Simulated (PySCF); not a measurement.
# Solvent effects on NMR parameters

Structure with atom numbers: `[O+:1]#[C:2][CH2:3][CH:4]([Cl:5])[Cl:6]`. Each H is labelled by its parent atom.

GIAO PBE0/pcSseg-1 in PySCF 2.14.0 with density-fitted response routines on one PBE0-D3(BJ)/def2-SVP conformer, non-relativistic, equivalent nuclei averaged. Solvents enter as an IEF-PCM continuum (benzene with ε = 2.3, dichloromethane with ε = 8.9) around the gas-phase geometry. Shifts are referred to TMS computed in the same medium.

Gas phase, δ in ppm: C2 160.4, C4 75.0, C3 43.3, H(C4) 6.24, H(C3) 4.66. Dipole moment 6.16 D.

Problem. How does each δ change in the continuum?

Solution. 
```
atoms                           environment  Δδ, benzene  Δδ, dichloromethane
   C2                        acylium carbon         +1.0                 +2.1
   C4                 sp3 CH bonded to 2 Cl         +0.9                 +1.9
   C3                               sp3 CH2         +0.2                 +0.6
H(C4)  hydrogen on an sp3 CH bonded to 2 Cl        +0.11                +0.21
H(C3)                hydrogen on an sp3 CH2        +0.22                +0.44
```

Changes are relative to the gas phase. The dipole moment becomes 6.79 D in benzene, 7.38 D in dichloromethane.

Problem. Which nuclei move most (in ppm), and what does the model miss?

Solution. C2 (acylium carbon, +2.1 ppm) in dichloromethane. A continuum only polarises the solute; specific hydrogen bonds, the anisotropy of aromatic solvents and changes of geometry or conformer are outside it, as are counter-ions.
